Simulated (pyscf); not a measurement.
A first-order saddle from PySCF, ωB97X-D3(BJ)/def2-SVP:

```
B
O 1 1.4060
H 2 0.9621 1 111.07
O 1 1.4061 2 121.96 3 50.15
H 4 0.9621 1 111.07 2 50.32
O 1 1.5769 2 114.28 3 -80.28
H 6 0.9672 1 108.28 2 145.31
H 6 1.2230 7 111.49 1 -76.97
O 8 1.2230 6 128.16 7 102.98
H 9 0.9672 8 111.50 6 102.99
```

Surface: singlet, charge 0. Lowest wavenumbers (cm⁻¹): 1243i, 243, 294, 352, 379.

Q: What reaction is this the transition state of?

A: H₂O + HO–B(OH)–OH ⇌ HO–B(OH)–OH + H₂O, a four-centre exchange read from left to right: H–O, B–O broken and B–O, H–O formed. At ωB97M-D3(BJ)/def2-TZVP it lies +100.2 kJ/mol from the left side and +100.2 kJ/mol from the right (each side as separated species at their lowest minima found). The reactants may also form a dative adduct at HO–B(OH)–OH; it and routes through it were not searched. The products may also form a dative adduct at HO–B(OH)–OH; it and routes through it were not searched. One saddle was located; it need not be the lowest between these sides.
